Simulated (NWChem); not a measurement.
Everything below was run with NWChem. System: CH5N, charge 0, spin multiplicity 1, at a geometry optimised with PBE0/def2-SVP. Level: RHF/cc-pVDZ, spin-restricted.

Input file:

```
start mol
memory heap 200 mb stack 900 mb global 1100 mb
geometry units angstroms nocenter noautoz noautosym
  C     -0.087363     0.690401     0.000000
  N      0.196785    -0.727851     0.000000
  H      0.373004     1.164010    -0.881725
  H      0.373004     1.164010     0.881725
  H     -1.160601     0.977078     0.000000
  H     -0.219363    -1.176274    -0.813321
  H     -0.219363    -1.176274     0.813321
end
basis spherical
  * library cc-pvdz
end
scf
  rhf
  nopen 0
  maxiter 100
  thresh 1e-7
  semidirect memsize 60000000 filesize 0
end
task scf energy
```

Output (cleaned and shortened):

```
             Northwest Computational Chemistry Package (NWChem) 7.3.0
             --------------------------------------------------------

                                NWChem Input Module
                                -------------------

 Scaling coordinates for geometry "geometry" by  1.889725989
 (inverse scale =  0.529177249)

                             Geometry "geometry" -> ""
                             -------------------------

 Output coordinates in angstroms (scale by  1.889725989 to convert to a.u.)

  No.       Tag          Charge          X              Y              Z
 ---- ---------------- ---------- -------------- -------------- --------------
    1 C                    6.0000    -0.08736300     0.69040100     0.00000000
    2 N                    7.0000     0.19678500    -0.72785100     0.00000000
    3 H                    1.0000     0.37300400     1.16401000    -0.88172500
    4 H                    1.0000     0.37300400     1.16401000     0.88172500
    5 H                    1.0000    -1.16060100     0.97707800     0.00000000
    6 H                    1.0000    -0.21936300    -1.17627400    -0.81332100
    7 H                    1.0000    -0.21936300    -1.17627400     0.81332100

 Effective nuclear repulsion energy (a.u.)      42.0591031738

            Nuclear Dipole moment (a.u.)
            ----------------------------
        X                 Y               Z
 ---------------- ---------------- ----------------
    -0.0000037795    -0.0000018897     0.0000000000


 Summary of "ao basis" -> "" (spherical)
 ------------------------------------------------------------------------------
       Tag                 Description            Shells   Functions and Types
 ---------------- ------------------------------  ------  ---------------------
 *                          cc-pvdz                   on all atoms

 Summary of "ao basis" -> "ao basis" (spherical)
 ------------------------------------------------------------------------------
       Tag                 Description            Shells   Functions and Types
 ---------------- ------------------------------  ------  ---------------------
 C                          cc-pvdz                  6       14   3s2p1d
 N                          cc-pvdz                  6       14   3s2p1d
 H                          cc-pvdz                  3        5   2s1p

                                 NWChem SCF Module
                                 -----------------

  ao basis        = "ao basis"
  functions       =    53
  atoms           =     7
  closed shells   =     9
  open shells     =     0
  charge          =   0.00
  wavefunction    = RHF
  use symmetry    = F
  symmetry adapt  = F

 Summary of "ao basis" -> "ao basis" (spherical)
 ------------------------------------------------------------------------------
       Tag                 Description            Shells   Functions and Types
 ---------------- ------------------------------  ------  ---------------------
 C                          cc-pvdz                  6       14   3s2p1d
 N                          cc-pvdz                  6       14   3s2p1d
 H                          cc-pvdz                  3        5   2s1p

 Forming initial guess at       0.0s

      Superposition of Atomic Density Guess
      -------------------------------------

 Sum of atomic energies:         -94.46256426

      Non-variational initial energy
      ------------------------------

 Total energy =     -95.626221
[...]
 Convergence threshold     :          1.000E-07
 Maximum no. of iterations :          100
 Final Fock-matrix accuracy:          1.000E-09
 ----------------------------------------------

              iter       energy          gnorm     gmax       time
             ----- ------------------- --------- --------- --------
                 1      -95.1925714078  6.40D-01  1.70D-01      0.4
                 2      -95.2175498667  2.39D-01  9.97D-02      0.4
                 3      -95.2212054895  8.05D-03  2.26D-03      0.4
                 4      -95.2212157094  5.79D-05  1.57D-05      0.5
                 5      -95.2212157099  6.82D-09  1.84D-09      0.6

       Final RHF  results
       ------------------

         Total SCF energy =    -95.221215709905
      One-electron energy =   -211.490813195346
      Two-electron energy =     74.210494311612
 Nuclear repulsion energy =     42.059103173829

        Time for solution =      0.3s

             Final eigenvalues
             -----------------

              1
    1  -15.5377
    2  -11.2478
    3   -1.1669
    4   -0.8875
    5   -0.6542
    6   -0.5989
    7   -0.5521
    8   -0.5061
    9   -0.3836
   10    0.1860
   11    0.2270
   12    0.2459
   13    0.2714
   14    0.2912
   15    0.4019
   16    0.6177
   17    0.6535
   18    0.7043
   19    0.7789

                       ROHF Final Molecular Orbital Analysis
                       -------------------------------------

 Vector    7  Occ=2.000000D+00  E=-5.521339D-01
              MO Center=  3.4D-02,  3.0D-01,  1.4D-14, r^2= 1.7D+00
   Bfn.  Coefficient  Atom+Function         Bfn.  Coefficient  Atom+Function
  ----- ------------  ---------------      ----- ------------  ---------------
     5      0.318226  1 C  py                19     -0.298136  2 N  py
     4      0.244037  1 C  px                29      0.200333  3 H  s
    34      0.200333  4 H  s                 22     -0.168398  2 N  py
    39     -0.155463  5 H  s

 Vector    8  Occ=2.000000D+00  E=-5.061076D-01
              MO Center=  1.1D-01,  4.7D-01, -1.6D-15, r^2= 1.9D+00
   Bfn.  Coefficient  Atom+Function         Bfn.  Coefficient  Atom+Function
  ----- ------------  ---------------      ----- ------------  ---------------
     6      0.372542  1 C  pz                29     -0.290293  3 H  s
    34      0.290293  4 H  s                 20     -0.228750  2 N  pz
    44      0.190983  6 H  s                 49     -0.190983  7 H  s
     9      0.176421  1 C  pz

 Vector    9  Occ=2.000000D+00  E=-3.836284D-01
              MO Center=  1.5D-01, -4.0D-01,  2.5D-15, r^2= 1.6D+00
   Bfn.  Coefficient  Atom+Function         Bfn.  Coefficient  Atom+Function
  ----- ------------  ---------------      ----- ------------  ---------------
    18      0.504636  2 N  px                21      0.444100  2 N  px
    17      0.237008  2 N  s                 39      0.223859  5 H  s
     4     -0.179875  1 C  px                40      0.154739  5 H  s

 Vector   10  Occ=0.000000D+00  E= 1.860138D-01
              MO Center= -3.8D-01, -1.6D-01, -2.8D-14, r^2= 5.1D+00
   Bfn.  Coefficient  Atom+Function         Bfn.  Coefficient  Atom+Function
  ----- ------------  ---------------      ----- ------------  ---------------
     3      1.536601  1 C  s                 17      0.888611  2 N  s
    40     -0.770146  5 H  s                 45     -0.680112  6 H  s
    50     -0.680112  7 H  s                 30     -0.603285  3 H  s
    35     -0.603285  4 H  s                  8      0.339214  1 C  py
    22     -0.328240  2 N  py                21     -0.184533  2 N  px

 Vector   11  Occ=0.000000D+00  E= 2.269837D-01
              MO Center= -9.2D-02,  1.6D-01, -7.3D-13, r^2= 6.1D+00
   Bfn.  Coefficient  Atom+Function         Bfn.  Coefficient  Atom+Function
  ----- ------------  ---------------      ----- ------------  ---------------
     3      1.698562  1 C  s                 17     -1.048970  2 N  s
    30     -0.937749  3 H  s                 35     -0.937749  4 H  s
    45      0.768841  6 H  s                 50      0.768841  7 H  s
    40     -0.640886  5 H  s                  8      0.274257  1 C  py
    21      0.244193  2 N  px

 Vector   12  Occ=0.000000D+00  E= 2.458628D-01
              MO Center=  1.0D-01, -1.7D-01,  3.8D-13, r^2= 5.8D+00
   Bfn.  Coefficient  Atom+Function         Bfn.  Coefficient  Atom+Function
  ----- ------------  ---------------      ----- ------------  ---------------
    30      1.167848  3 H  s                 35     -1.167848  4 H  s
    45      1.121593  6 H  s                 50     -1.121593  7 H  s
     9      0.882159  1 C  pz                23      0.553943  2 N  pz
     6      0.218272  1 C  pz                20      0.201721  2 N  pz

 center of mass
 --------------
 x =   0.05157673 y =  -0.05766987 z =   0.00000000

 moments of inertia (a.u.)
 ------------------
          80.319544730056           8.753419861417           0.000000000000
           8.753419861417          18.734060774940           0.000000000000
           0.000000000000           0.000000000000          78.338723456378

  Mulliken analysis of the total density
  --------------------------------------

    Atom       Charge   Shell Charges
 -----------   ------   -------------------------------------------------------
    1 C    6     5.95   2.00  0.65  0.38  1.99  0.84  0.09
    2 N    7     7.31   2.00  0.74  0.68  2.36  1.49  0.03
    3 H    1     0.97   0.76  0.18  0.03
    4 H    1     0.97   0.76  0.18  0.03
    5 H    1     0.99   0.76  0.20  0.03
    6 H    1     0.91   0.73  0.12  0.06
    7 H    1     0.91   0.73  0.12  0.06

       Multipole analysis of the density wrt the origin
       ------------------------------------------------

     L   x y z        total         open         nuclear
     -   - - -        -----         ----         -------
     0   0 0 0     -0.000000      0.000000     18.000000

     1   1 0 0     -0.526683      0.000000     -0.000004
     1   0 1 0      0.007997      0.000000     -0.000002
     1   0 0 1     -0.000000      0.000000      0.000000

     2   2 0 0    -11.522973      0.000000      7.279125
     2   1 1 0      1.334198      0.000000     -3.978448
     2   1 0 1      0.000000      0.000000      0.000000
     2   0 2 0     -9.871137      0.000000     46.424021
     2   0 1 1      0.000000      0.000000      0.000000
     2   0 0 2     -9.346353      0.000000     10.277023

 Task  times  cpu:        0.6s     wall:        0.6s

 Total times  cpu:        0.6s     wall:        0.6s
```
